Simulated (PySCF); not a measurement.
Z-matrix (Å, degrees):
```
N
H 1 1.0357
H 1 1.0357 2 100.93
```
Charge 0, spin multiplicity 2.

### Question
What is the computed highest occupied spin orbital, total energy and dipole moment (PySCF with r2SCAN-D4/def2-TZVP // r2SCAN-D4/def2-SVP)?

### Answer

```json
{
  "highest_occupied_spin_orbital": "-7.49 eV",
  "total_energy": "-1520.30 eV",
  "dipole_moment": "1.96 D"
}
```
